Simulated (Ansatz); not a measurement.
# Relative stability

Two relaxed structures of SiH4SO, singlet (PBE0-D4/def2-TZVP; forces vanish, vibrations not checked).

A:

O1  (-1.439, -0.250, -0.800)
Si2  (0.165, 0.578, -0.046)
S3  (1.309, -1.025, 0.119)
H4  (-1.068, -1.158, -0.820)
H5  (0.317, 1.591, -1.131)
H6  (-0.496, 1.246, 1.103)
H7  (-1.643, 0.016, -1.707)
(Å)

B:

```xyz
7
angstrom
O -1.2833 -0.2037 -0.9374
Si -0.0282 0.5111 -0.1582
S 1.6383 -0.7902 0.1648
H -1.5903 -1.0507 -0.6107
H 0.4137 1.5952 -1.0583
H -0.4347 1.0244 1.1743
H 1.2845 -1.0861 1.4256
```

Program: Ansatz 0.2.0. Basis: def2-TZVPP. Cores are frozen in the correlated methods. B3LYP uses VWN-RPA correlation.

Question: Which structure is lower at CCSD(T), and by how much? (Judge from chemistry; the value comes from the calculation.)

Answer: The calculation gives: B, by 138.8 kJ/mol (electronic energy, against the other). By their contacts, A is SiH₄SO ([OH2][SiH2][S]) and B is SiH₄SO ([OH][SiH2][SH]).

All methods give the same order:

```
   method  E(B) − E(A) (kJ/mol)
   PBE-D4                -124.6
r2SCAN-D4                -133.6
  PBE0-D4                -131.7
 B3LYP-D4                -137.2
  wB97M-V                -134.6
       HF                -155.6
      MP2                -135.2
     CCSD                -143.4
  CCSD(T)                -138.8
```

T1 diagnostic: at most 0.013.

Labels in which every atom is bracketed show which atoms are joined, not bond orders.

For scale, one of the runs: CCSD(T)/def2-TZVPP, 171 basis functions, launched by `ansatz run in.yaml --threads 2 --pin off --events-out ev --progress --plain --max-ram 4352MiB`. Time: 31 s of wall clock on 2 CPU threads of an Arm Neoverse V1; the host was shared. Peak host memory: 1.4 GiB.
